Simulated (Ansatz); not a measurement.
# Worked example: correlation energy of H$_{3}$Si–SiH$_{3}$, singlet

Geometry: displaced at random from a stationary point.

```xyz
8

Si   -1.1684    0.0021    0.0087
Si    1.1709   -0.0046   -0.0022
H    -1.6432    1.4383   -0.0364
H    -1.7376   -0.7248    1.1886
H    -1.7798   -0.6935   -1.2794
H     1.6593   -1.3980   -0.0380
H     1.6965    0.7506    1.1908
H     1.7349    0.6974   -1.2065
```

Basis cc-pVDZ; Ansatz 0.2.0. Only valence electrons are correlated (noble-gas cores frozen), which leaves 14 electrons in 56 orbitals. R marks a restricted (for open shells ROHF) determinant.

Full CI isn't at hand for all of this; RCCSDT(Q) serves as the reference, and is uncertain by about the last step of the cluster series.

Runs differ by some tens of microhartree through their thresholds, so steps under 0.03 kcal/mol mean nothing.

```tsv
level	total energy (hartree)
RHF	-581.334589
RMP2	-581.549147
RCCSD	-581.601367
RCCSD(T)	-581.607517
RCCSDT	-581.608742
RCCSDT(Q)	-581.608972
```

What is the correlation energy at RCCSDT(Q), and what share of it do RMP2 and RCCSD recover?

E(corr) = -581.608972 − (-581.334589) = -0.274383 hartree = -7.466 eV. RMP2: -0.214558 / -0.274383 = 78.20 %. RCCSD: -0.266778 / -0.274383 = 97.23 %.

By how many kcal/mol does RCCSD(T) miss RCCSDT(Q) (1 hartree = 627.509 kcal/mol), and which steps make up the rest?

-581.607517 − (-581.608972) = 0.001455 hartree = 0.91 kcal/mol. Steps: RCCSDT − RCCSD(T) = -0.77, RCCSDT(Q) − RCCSDT = -0.14 kcal/mol. Differences between like states or geometries often cancel part of this.
